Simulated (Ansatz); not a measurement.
Reaction (isomerisation): `C=C(O)C(=C)F` → `COC1=C(F)C1`

Gas-phase electronic energies from Ansatz, PBE0-D4/def2-TZVP geometries. CBS: MP2 limit from def2 TZ/QZ plus the TZ coupled-cluster correction, frozen cores. Functionals use def2-TZVPP. Each species was taken in one conformer, which may not be the lowest.

`C=C(O)C(=C)F`:

Z-matrix (Å, degrees):
```
C
C 1 1.333
H 1 1.079 2 120.3
H 1 1.084 2 121.3 3 180.0
O 2 1.355 1 125.0 3 180.0
C 2 1.462 1 123.1 3 0.0
H 5 0.961 2 108.8 1 0.0
C 6 1.324 2 126.5 1 -180.0
F 6 1.340 2 113.2 1 0.0
H 8 1.081 6 120.6 2 180.0
H 8 1.079 6 119.5 2 -0.0
```

`COC1=C(F)C1`:

Cartesian coordinates in Å:
```
C 0.304 -1.803 0.000
O 1.035 -0.663 0.431
C 0.468 0.496 0.145
C 0.492 1.767 -0.009
F 1.137 2.910 -0.002
C -0.874 1.192 -0.053
H 0.796 -2.667 0.442
H 0.324 -1.886 -1.090
H -0.733 -1.752 0.344
H -1.399 1.090 -1.008
H -1.550 1.316 0.800
```

Task: Is it downhill or uphill in electronic energy at CCSD(T)/CBS, and by how much? (Best estimate.)

Result: Computed: Uphill: ΔE = +2.55 eV.

Task: What do these levels give: PBE0-D4, ωB97X-V, ωB97M-V, B2PLYP, r2SCAN, CCSD/def2-TZVPP, HF/def2-QZVPP, MP2/def2-QZVPP, SCS-MP2/def2-QZVPP, HF/CBS(def2), MP2/CBS(def2), CCSD/CBS(def2)? (An estimate is asked.)

Result: Computed: PBE0-D4 2.35, ωB97X-V 2.34, ωB97M-V 2.48, B2PLYP 2.50, r2SCAN 2.50, CCSD/def2-TZVPP 2.51, HF/def2-QZVPP 2.62, MP2/def2-QZVPP 2.46, SCS-MP2/def2-QZVPP 2.45, HF/CBS(def2) 2.62, MP2/CBS(def2) 2.47, CCSD/CBS(def2) 2.55 eV.

Largest T1 diagnostic among the species: 0.012.

In def2-TZVPP, CCSD(T) changes the Hartree–Fock value by −0.12 eV (the triples alone add +0.00 eV) and MP2 by −0.19 eV. The D4 term adds +0.03 eV with B3LYP and +0.02 eV with PBE0; it sums over pairs of atoms, weighted by their polarisabilities, and B3LYP, whose exchange is more repulsive, gets the larger term.

B3LYP here is the variant with VWN-RPA as its local correlation; programs differ in this.
